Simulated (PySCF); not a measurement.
Bonds broken one at a time in the series Al Br-NH2. All species are isolated molecules in the gas phase. Strings in code marks are SMILES.

Level of theory: ωB97X-D3(BJ)/def2-TZVP // PBE0-D3(BJ)/def2-TZVP run with PySCF. 

```json
[
 {"species": "whole molecule (`[Br][Al]([Br])[Br]`)", "dipole moment (D)": "0.00"},
 {"species": "radical fragment (`[Br][Al][Br]`)", "dipole moment (D)": "1.40"},
 {"species": "whole molecule (`[NH2][Al]([Br])[Br]`)", "dipole moment (D)": "2.28"},
 {"species": "radical fragment (`[NH2]`)", "dipole moment (D)": "1.97"},
 {"species": "radical fragment (`[NH2][Al][Br]`)", "dipole moment (D)": "2.43"},
 {"species": "whole molecule (`[NH2][Al]([NH2])[Br]`)", "dipole moment (D)": "2.61"},
 {"species": "whole molecule (`[NH2][Al]([NH2])[NH2]`)", "dipole moment (D)": "0.00"}
]
```
